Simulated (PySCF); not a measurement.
**TDDFT excited states: C5H11F**

Compound: 1-fluoro-2,2-dimethyl-propane, C5H11F.
SMILES with atom numbers: `[CH3:1][C:2]([CH3:3])([CH3:4])[CH2:5][F:6]` (hydrogens: H7, H8, H9 on C1; H10, H11, H12 on C3; H13, H14, H15 on C4; H16, H17 on C5)

Computed with TDDFT CAM-B3LYP/def2-SVPD, vertical, gas phase, core orbitals frozen in the response (PySCF). Geometry: GFN2-xTB; no solvent, vibrations or thermal averaging. Torsions of this conformer, `[CH3:1][C:2]([CH3:3])([CH3:4])[CH2:5][F:6]`: C1–C2–C5–F6 180°.

Question: List the vertical singlet excitations with oscillator strengths and describe the spectrum.

Answer: 

| state | E (eV) | E (hartree) | f | symmetry | main configurations (H = HOMO, L = LUMO) |
| --- | --- | --- | --- | --- | --- |
| S1 | 8.78 | 0.3226 | 0.060 | A′ | H→L (89%) |
| S2 | 8.98 | 0.3300 | 0.095 | A″ | H-1→L (87%) |
| S3 | 9.21 | 0.3386 | 0.053 | A′ | H-2→L (95%) |
| S4 | 9.39 | 0.3452 | 0.012 | A′ | H→L+1 (74%) |
| S5 | 9.40 | 0.3454 | 0.014 | A″ | H-3→L (47%), H-1→L+1 (15%), H-1→L+2 (14%) |
| S6 | 9.75 | 0.3584 | 0.0009 | – | H-1→L+1 (56%), H-3→L (17%) |
| S7 | 9.84 | 0.3615 | 0.020 | A′ | H→L+2 (82%) |
| S8 | 9.86 | 0.3624 | 0.021 | A″ | H→L+3 (80%), H→L+4 (10%) |

Triplets, Tamm–Dancoff:

| state | E (eV) | λ (nm) | main configurations (H = HOMO, L = LUMO) |
| --- | --- | --- | --- |
| T1 | 8.58 | 144.6 | H→L (82%) |
| T2 | 8.73 | 142.0 | H-1→L (77%) |
| T3 | 9.03 | 137.3 | H-2→L (91%) |

The lowest singlet comes at 141 nm (847 kJ/mol) in the vacuum ultraviolet; it is of moderate strength; its leading configuration is HOMO→LUMO (89%). The strongest level in the table is S2 at 8.98 eV (138 nm, f = 0.095). S4/S5 lie within about 0.01 eV of each other. Löwdin shares by element: HOMO carbon 50% or more, fluorine 20% (atoms not listed hold the other 30%); LUMO carbon 45% or more (atoms not listed hold the other 55%). The listed states span 1.08 eV, and the widest gap between neighbours is 0.35 eV (S5 to S6). Orbital energies (eV): HOMO-3 -11.31, HOMO-2 -10.87, HOMO-1 -10.62, HOMO -10.39, LUMO 1.25, LUMO+1 2.04, LUMO+2 2.23. Of the 8 states listed, 7 reach f = 0.01 and none stays under 0.0005. Symmetry labels in Cs follow from the direction of the transition dipole and are given only for states with f of 0.002 or more. Only the lowest 8 singlets were computed, as vertical energies without vibronic structure.
